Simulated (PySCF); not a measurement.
SMILES F[Si](F)(F)F (F4Si), CAM-B3LYP/def2-SVP optimised geometry.

```
5

F      1.06    -0.37     0.00
Si    -0.53    -0.37     0.00
F     -1.06    -1.12     1.29
F     -1.06     1.12     0.00
F     -1.05    -1.12    -1.29
```

Density from CAM-B3LYP/def2-TZVP (PySCF) at that geometry.

Minimum of the electron density along straight lines between bonded atoms, close to the bond critical point (lines longer than 1.1 times the sum of covalent radii, or with two minima, are not listed):

```
bond    length / Å  ρ at the minimum / e bohr⁻³  ∇²ρ there / e bohr⁻⁵  position (fraction from the first atom)
------  ----------  ---------------------------  --------------------  ---------------------------------------
F1–Si2       1.583                        0.148                  1.02                                     0.58
Si2–F3       1.583                        0.148                  1.02                                     0.42
Si2–F4       1.583                        0.148                  1.02                                     0.42
Si2–F5       1.583                        0.148                  1.02                                     0.42
```
